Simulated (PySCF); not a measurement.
C2HN: g tensor and hyperfine couplings

Species: C2HN (triplet state).
Structure used (GFN2-xTB), in Å, numbered top down from 1:
```
atom  x, y, z in Å
C1    -0.6036   -0.0892    0.0536
C2     0.5430    0.0793   -0.4692
N3     1.6235    0.2378   -0.9620
H4    -1.5526   -0.2232    0.4832
```

As a line formula: `C(#N)[CH]` [triplet].

Method: UKS B3LYP, pcH-1 on C H N, non-relativistic, mean-field spin-orbit, GIAO (PySCF). Isolated species at its GFN2-xTB geometry, gas phase. This triplet need not be the ground state; the singlet was not compared here. A GFN2-xTB geometry isn't a minimum of the functional, and hyperfine couplings can be far from their values at a DFT geometry.

```json
{
  "g1, g2, g3": "2.00218, 2.00304, 2.00304",
  "g_iso": "2.00275",
  "Form of g": "axial",
  "⟨S²⟩": "2.0512 (exact 2.0000)",
  "α and β electrons": "11, 9",
  "HOMO–LUMO gap, α and β orbitals": "8.80, 6.58 eV",
  "Basis functions": "85"
}
```

Hyperfine couplings atom by atom, in MHz; T1 to T3 are the principal values of the dipolar part:

| atom | isotope | a_iso | T1 | T2 | T3 | Mulliken spin population |
| --- | --- | --- | --- | --- | --- | --- |
| C1 | 13C | 68.1 | -62.1 | 31.1 | 31.1 | 1.49 |
| C2 | 13C | -62.8 | -12.7 | -12.7 | 25.5 | -0.46 |
| N3 | 14N | 12.4 | -25.0 | 12.5 | 12.5 | 1.03 |
| H4 | 1H | -58.1 | -15.0 | -15.0 | 29.9 | -0.06 |

Largest spin populations (Mulliken): C1 (+1.49), N3 (+1.03), C2 (-0.46) and H4 (-0.06).

Axes: g1 lies along the molecular axis.

The 13C coupling of C1 (68.1 MHz) shows only in satellite lines or after enrichment, since that isotope makes up about 1.07 % of natural carbon.

Examples of negative spin density at the nucleus (bohr⁻³): C2 (-0.1117) and H4 (-0.0260).
